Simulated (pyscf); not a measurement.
Structures and frequencies: ωB97X-D3(BJ)/def2-SVP in PySCF.

### Question
For the elementary gas-phase step H₃Si–SiH₂–AsH₂ -> H₃Si–AsH₂ + SiH₂ [singlet] (singlet surface; As–Si, Si–Si broken, As–Si formed), what barrier and reaction energy does B3LYP-D3(BJ)/def2-TZVP give, measured from the reactant's lowest minimum found?

### Answer
ΔE‡ = 59.5 kcal/mol, ΔE = +57.9 kcal/mol. CCSD(T)/def2-TZVPP + ΔMP2(QZVPP) gives 61.4 kcal/mol and +57.5 kcal/mol. Zero-point energy shifts the barrier by -0.5 kcal/mol. It is a 1,1-elimination, with an imaginary mode of 256i cm⁻¹. On the reactant side the descent ends in another minimum, of other shape or electronic state, 44.3 kcal/mol over the lowest minimum found and 17.6 kcal/mol under the saddle at ωB97X-D3(BJ). On the product side the descent ends in an adduct with a H–Si contact, 13.2 kcal/mol under the separated species and 10.5 kcal/mol under the saddle at ωB97X-D3(BJ)/def2-TZVP. H₃Si–SiH₂–AsH₂ lies 7.4 kcal/mol over its isomer H₃Si–AsH–SiH₃, and others may lie lower still (electronic energy, ωB97M-D3(BJ)). This is the saddle that the search found; another between the same sides may lie lower. The CCSD(T) − MP2 part came from Ansatz, without density fitting, on the same reference. The frozen core leaves the outer d or s,p core shells of the metals and heavy elements correlated in the MP2 and CC values, and def2-TZVPP describes them poorly, which can shift differences by a few kcal/mol. Elements up to Kr have no core potential and no relativistic terms here.
